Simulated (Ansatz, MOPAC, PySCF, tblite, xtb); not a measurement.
System: Cl4Si, singlet: flattening of a tetrahedron along the D2d path, bond length relaxed. Scanned: the two opposite Cl-Si-Cl angles (109.47 = tetrahedral, 180 = square planar). Other coordinates (Si-Cl bond length) were minimised at B3LYP/def2-TZVP.

Cartesian coordinates as functions of the variables (Å; names that start with a are angles):
```
Si  0  0  0
Cl  r*sin(a/2)  0  r*cos(a/2)
Cl  -r*sin(a/2)  0  r*cos(a/2)
Cl  0  r*sin(a/2)  -r*cos(a/2)
Cl  0  -r*sin(a/2)  -r*cos(a/2)
```

Levels of theory: PM3, restricted, heats of formation (MOPAC); RKS-B3LYP/6-31G* = restricted B3LYP/6-31G*, spherical d (PySCF 2.14.0); RHF/def2-TZVP, density fitting (PySCF); GFN2-xTB, 300 K electronic temperature (tblite); GFN1-xTB (xtb); RKS-PBE/def2-TZVP = Ansatz (a first-principles code) with restricted PBE/def2-TZVP.

Energies in kcal/mol, each method relative to its own lowest point.

| a / ° | PM3 | RKS-B3LYP/6-31G* | RHF | GFN2-xTB | GFN1-xTB | RKS-PBE/def2-TZVP |
|---|---|---|---|---|---|---|
| 90 | 9.9 | 20.1 | 22.4 | 12.3 | 18.8 | 17.9 |
| 95 | 5.1 | 10.3 | 11.5 | 6.1 | 9.6 | 9.2 |
| 100 | 2.0 | 4.1 | 4.6 | 2.4 | 3.8 | 3.7 |
| 105 | 0.4 | 0.9 | 1.0 | 0.5 | 0.8 | 0.8 |
| 109.47 | 0.0 | 0.0 | 0.0 | 0.0 | 0.0 | 0.0 |
| 115 | 0.6 | 1.2 | 1.3 | 0.6 | 1.1 | 1.0 |
| 120 | 2.1 | 4.0 | 4.4 | 2.2 | 3.6 | 3.5 |
| 130 | 7.4 | 13.4 | 15.1 | 7.5 | 11.8 | 11.9 |
| 140 | 15.0 | 26.1 | 29.6 | 14.7 | 22.6 | 23.2 |
| 150 | 23.9 | 40.0 | 45.5 | 22.8 | 33.9 | 35.4 |
| 160 | 32.6 | 52.6 | 60.2 | 30.2 | 43.9 | 46.4 |
| 170 | 39.1 | 61.6 | 70.8 | 35.6 | 50.8 | 54.2 |
| 180 | 41.6 | 64.9 | 74.7 | 37.6 | 53.2 | 57.0 |
